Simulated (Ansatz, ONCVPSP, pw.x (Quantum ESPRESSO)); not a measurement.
## From atom to crystal: ONCV potential for Ge (Z = 32)

Ge (Z = 32), optimised norm-conserving Vanderbilt (ONCV), made with ONCVPSP 4.0.1.1 (patched build) (PBE, scalar-relativistic). Core [Ar] 3d10, reference 4s1.75 4p2.25. Waves: 4s: rc 1.55 bohr, ncon 3, nbas 6, qcut 4.5 1/bohr, 1 projector; 4p: rc 2.30 bohr, ncon 3, nbas 7, qcut 3.6 1/bohr, 2 projectors, debl 0.7 Ha; d scattering state at 0.39 Ha: rc 1.92 bohr, ncon 3, nbas 6, qcut 5.5 1/bohr, 2 projectors, debl 4 Ha. Local part: polynomial inside 1.35 bohr (lpopt 5, dvloc0 0 Ha). Core correction: none.

Crystal test: diamond Ge in pw.x 7.5, no spin, 8³ k-points, Fermi–Dirac smearing 0.01 Ry, cutoffs 40/160 Ry. The reference is all-electron LAPW (Ansatz 0.2.0) with the same functional, mesh and smearing; V0 and B0 come from Birch–Murnaghan fits to the pressures at five volumes. Errors are pseudo minus all-electron; Δ is the rms difference of the E(V) curves that follow from these fits, minima aligned, over ±6 % about the mean V0. Mesh and smearing are coarse, so the numbers serve the comparison and aren't converged zero-temperature values; the lattice is a test structure that the element need not adopt.

All-electron: a0 = 5.765 Å (V0 = 23.95 Å³/atom), B0 = 57.6 GPa.

Q: How far does the potential miss the all-electron equation of state?

A: mean pressure error (GPa): +0.30; a0 (Å): 5.775; a0 error (%): +0.17; B0 error (%): -1.2; Δ (meV/atom): 1.6.

```csv
V (Å³/atom),P all-electron (GPa),P pseudo (GPa)
22.753,3.34,3.67
23.352,1.55,1.87
23.951,0.00,0.30
24.550,-1.34,-1.06
25.149,-2.50,-2.24
```

Q: At the middle volume, how do free energy and pressure move when the wave cutoff is lowered (ecutrho kept at four times it)?

A:

```
cutoff (Ry)  shift of F (meV/atom)  shift of P (GPa)
         18                  +54.8             -1.15
         24                   +7.0             -0.10
         32                   +2.2             -0.03
```

The run at the middle volume (29 k-points, 7 iterations) took about 3.9 s on one core of a shared host (Intel(R) Xeon(R) 6975P-C, 192 threads, 378 GiB, load 121).
